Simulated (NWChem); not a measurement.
The numbers come from NWChem runs, not from measurements. System: hydrogen peroxide (H2O2), charge 0, spin multiplicity 1, at a geometry optimised with PBE0/def2-SVP. Level: M06-2X/def2-TZVP.

Output (cleaned and shortened):

```
             Northwest Computational Chemistry Package (NWChem) 7.3.0
             --------------------------------------------------------

                                NWChem Input Module
                                -------------------

 Scaling coordinates for geometry "geometry" by  1.889725989
 (inverse scale =  0.529177249)

 Turning off AUTOSYM since
 SYMMETRY directive was detected!

                             Geometry "geometry" -> ""
                             -------------------------

 Output coordinates in angstroms (scale by  1.889725989 to convert to a.u.)

  No.       Tag          Charge          X              Y              Z
 ---- ---------------- ---------- -------------- -------------- --------------
    1 O                    8.0000    -0.29424000     0.64533100    -0.05470600
    2 O                    8.0000     0.29424000    -0.64533100    -0.05470600
    3 H                    1.0000     0.36729300     1.15027600     0.43764800
    4 H                    1.0000    -0.36729300    -1.15027600     0.43764800

 Effective nuclear repulsion energy (a.u.)      37.3948476217

            Nuclear Dipole moment (a.u.)
            ----------------------------
        X                 Y               Z
 ---------------- ---------------- ----------------
     0.0000000000     0.0000000000     0.0000000000

      Symmetry information
      --------------------

 Group name             C2
 Group number              4
 Group order               2
 No. of unique centers     2

      Symmetry unique atoms

     1    3


 Summary of "ao basis" -> "" (spherical)
 ------------------------------------------------------------------------------
       Tag                 Description            Shells   Functions and Types
 ---------------- ------------------------------  ------  ---------------------
 *                         def2-tzvp                  on all atoms

                                 NWChem DFT Module
                                 -----------------

 Summary of "ao basis" -> "ao basis" (spherical)
 ------------------------------------------------------------------------------
       Tag                 Description            Shells   Functions and Types
 ---------------- ------------------------------  ------  ---------------------
 O                         def2-tzvp                11       31   5s3p2d1f
 H                         def2-tzvp                 4        6   3s1p

 Summary of "ao basis" -> "ao basis" (spherical)
 ------------------------------------------------------------------------------
       Tag                 Description            Shells   Functions and Types
 ---------------- ------------------------------  ------  ---------------------
 O                         def2-tzvp                11       31   5s3p2d1f
 H                         def2-tzvp                 4        6   3s1p

      Symmetry analysis of basis
      --------------------------

        a          37
        b          37

            General Information
            -------------------
          SCF calculation type: DFT
          Wavefunction type:  closed shell.
          No. of atoms     :     4
          No. of electrons :    18
           Alpha electrons :     9
            Beta electrons :     9
          Charge           :     0
          Spin multiplicity:     1
          Use of symmetry is: on ; symmetry adaption is: on
          Maximum number of iterations: 100
          AO basis - number of functions:    74
                     number of shells:    30
          Convergence on energy requested:  1.00D-06
          Convergence on density requested:  1.00D-05
          Convergence on gradient requested:  5.00D-04

              XC Information
              --------------
                       M06-2X Method XC Functional
                     Hartree-Fock (Exact) Exchange  0.540
                        M06-2X Exchange Functional  1.000
                      M06-2X Correlation Potential  1.000

             Grid Information
             ----------------
          Grid used for XC integration:  fine
          Radial quadrature: Mura-Knowles
          Angular quadrature: Lebedev.
          Tag              B.-S. Rad. Rad. Pts. Rad. Cut. Ang. Pts.
[...]
 1-e energy   =    -281.259634
 2-e energy   =      93.056237
 HOMO         =      -0.348885
 LUMO         =       0.010675

      Symmetry analysis of molecular orbitals - initial
      -------------------------------------------------

  Numbering of irreducible representations:

     1 a           2 b

  Orbital symmetries:

     1 a           2 b           3 a           4 b           5 a
     6 b           7 a           8 a           9 b          10 b
    11 a          12 b          13 b          14 a          15 b
    16 a          17 a          18 b          19 a

------------------------------------------------------------
EAF file 0: "./mol.aoints.0" size=524288 bytes
------------------------------------------------------------
               write      read    awrite     aread      wait
               -----      ----    ------     -----      ----
     calls:        1         0         0         0         0
   data(b): 5.24e+05  0.00e+00  0.00e+00  0.00e+00
   time(s): 0.00e+00  0.00e+00  0.00e+00  0.00e+00  0.00e+00
rate(mb/s): 0.00e+00  0.00e+00
------------------------------------------------------------

   convergence    iter        energy       DeltaE   RMS-Dens  Diis-err    time
 ---------------- ----- ----------------- --------- --------- ---------  ------
 d= 0,ls=0.0,diis     1   -151.5249721423 -1.89D+02  4.56D-03  3.26D-01     2.5
 d= 0,ls=0.0,diis     2   -151.5495504450 -2.46D-02  8.67D-04  2.38D-02     3.4
 d= 0,ls=0.0,diis     3   -151.5510729551 -1.52D-03  2.94D-04  1.86D-03     4.2
 d= 0,ls=0.0,diis     4   -151.5511968581 -1.24D-04  9.35D-05  2.89D-04     5.1
 d= 0,ls=0.0,diis     5   -151.5512216819 -2.48D-05  1.84D-05  6.22D-06     5.9
 d= 0,ls=0.0,diis     6   -151.5512223620 -6.80D-07  4.53D-06  1.00D-07     6.6

         Total DFT energy =     -151.551222362007
      One electron energy =     -282.499821612998
           Coulomb energy =      111.354087455524
    Exchange-Corr. energy =      -17.800335826251
 Nuclear repulsion energy =       37.394847621718

 Numeric. integr. density =       18.000000160380

     Total iterative time =      5.9s

                  Occupations of the irreducible representations
                  ----------------------------------------------

                     irrep           alpha         beta
                     --------     --------     --------
                     a                 5.0          5.0
                     b                 4.0          4.0

                       DFT Final Molecular Orbital Analysis
                       ------------------------------------

 Vector    7  Occ=2.000000D+00  E=-5.158303D-01  Symmetry=a
              MO Center= -8.0D-16,  3.0D-15, -1.5D-01, r^2= 1.2D+00
   Bfn.  Coefficient  Atom+Function         Bfn.  Coefficient  Atom+Function
  ----- ------------  ---------------      ----- ------------  ---------------
     8      0.238632  1 O  pz                39      0.238632  2 O  pz
    11      0.201016  1 O  pz                42      0.201016  2 O  pz
     7     -0.195438  1 O  py                38      0.195438  2 O  py
    10     -0.170580  1 O  py                41      0.170580  2 O  py
    14      0.128675  1 O  pz                45      0.128675  2 O  pz

 Vector    8  Occ=2.000000D+00  E=-4.103079D-01  Symmetry=a
              MO Center= -3.0D-15,  8.0D-15,  3.1D-02, r^2= 1.3D+00
   Bfn.  Coefficient  Atom+Function         Bfn.  Coefficient  Atom+Function
  ----- ------------  ---------------      ----- ------------  ---------------
     6      0.317898  1 O  px                37     -0.317898  2 O  px
     9      0.262770  1 O  px                40     -0.262770  2 O  px
    12      0.185200  1 O  px                43     -0.185200  2 O  px
     5     -0.136963  1 O  s                 36     -0.136963  2 O  s
    64      0.121742  3 H  s                 70      0.121742  4 H  s

 Vector    9  Occ=2.000000D+00  E=-3.658880D-01  Symmetry=b
              MO Center=  4.6D-15, -1.2D-14, -8.6D-02, r^2= 1.2D+00
   Bfn.  Coefficient  Atom+Function         Bfn.  Coefficient  Atom+Function
  ----- ------------  ---------------      ----- ------------  ---------------
     8      0.345452  1 O  pz                39     -0.345452  2 O  pz
    11      0.288544  1 O  pz                42     -0.288544  2 O  pz
    14      0.237521  1 O  pz                45     -0.237521  2 O  pz
    64      0.078005  3 H  s                 70     -0.078005  4 H  s
     6     -0.075565  1 O  px                37     -0.075565  2 O  px

 Vector   10  Occ=0.000000D+00  E= 5.819349D-02  Symmetry=a
              MO Center= -1.5D-13, -3.5D-13,  6.6D-01, r^2= 4.7D+00
   Bfn.  Coefficient  Atom+Function         Bfn.  Coefficient  Atom+Function
  ----- ------------  ---------------      ----- ------------  ---------------
    65      1.124185  3 H  s                 71      1.124185  4 H  s
     5     -0.770436  1 O  s                 36     -0.770436  2 O  s
    12     -0.200785  1 O  px                43      0.200785  2 O  px
    13     -0.185915  1 O  py                44      0.185915  2 O  py
    14     -0.156325  1 O  pz                45     -0.156325  2 O  pz

 Vector   11  Occ=0.000000D+00  E= 6.521505D-02  Symmetry=b
              MO Center=  1.5D-13,  3.5D-13,  4.2D-01, r^2= 4.3D+00
   Bfn.  Coefficient  Atom+Function         Bfn.  Coefficient  Atom+Function
  ----- ------------  ---------------      ----- ------------  ---------------
    65      1.057567  3 H  s                 71     -1.057567  4 H  s
     5     -0.826693  1 O  s                 36      0.826693  2 O  s
    12     -0.339702  1 O  px                43     -0.339702  2 O  px
     6     -0.151146  1 O  px                37     -0.151146  2 O  px
    10      0.149859  1 O  py                41      0.149859  2 O  py

 Vector   12  Occ=0.000000D+00  E= 1.402900D-01  Symmetry=b
              MO Center= -4.6D-15, -6.9D-15,  2.1D-01, r^2= 2.8D+00
   Bfn.  Coefficient  Atom+Function         Bfn.  Coefficient  Atom+Function
  ----- ------------  ---------------      ----- ------------  ---------------
    65      0.939702  3 H  s                 71     -0.939702  4 H  s
    13     -0.828586  1 O  py                44     -0.828586  2 O  py
     7     -0.323871  1 O  py                38     -0.323871  2 O  py
     5      0.258186  1 O  s                 36     -0.258186  2 O  s
    10     -0.251091  1 O  py                41     -0.251091  2 O  py

 center of mass
 --------------
 x =   0.00000000 y =   0.00000000 z =  -0.04822971

 moments of inertia (a.u.)
 ------------------
          58.739939312058          18.650628297853           0.000000000000
          18.650628297853          12.502881906606           0.000000000000
           0.000000000000           0.000000000000          67.959897845836

     Multipole analysis of the density
     ---------------------------------

     L   x y z        total         alpha         beta         nuclear
     -   - - -        -----         -----         ----         -------
     0   0 0 0     -0.000000     -9.000000     -9.000000     18.000000

     1   1 0 0     -0.000000     -0.000000     -0.000000      0.000000
     1   0 1 0      0.000000      0.000000      0.000000      0.000000
     1   0 0 1      0.704300      0.352150      0.352150      0.000000

     2   2 0 0     -9.024971     -7.467618     -7.467618      5.910265
     2   1 1 0      2.086091      4.958965      4.958965     -7.831838
     2   1 0 1      0.000000      0.000000      0.000000      0.000000
     2   0 2 0     -6.530660    -19.887748    -19.887748     33.244835
     2   0 1 1     -0.000000     -0.000000     -0.000000      0.000000
     2   0 0 2     -8.817175     -5.178072     -5.178072      1.538970

 Task  times  cpu:        6.5s     wall:        6.5s

 Total times  cpu:        6.7s     wall:        6.7s
```

Write an NWChem input that would produce this output.

Several could match; the one computed here: 
```
start mol
memory heap 200 mb stack 800 mb global 1000 mb
geometry units angstroms nocenter noautoz
  O     -0.294240     0.645331    -0.054706
  O      0.294240    -0.645331    -0.054706
  H      0.367293     1.150276     0.437648
  H     -0.367293    -1.150276     0.437648
  symmetry group C2
end
basis spherical
  * library def2-tzvp
end
dft
  xc m06-2x
  semidirect memsize 60000000 filesize 0
  iterations 100
  grid fine
end
task dft energy
```
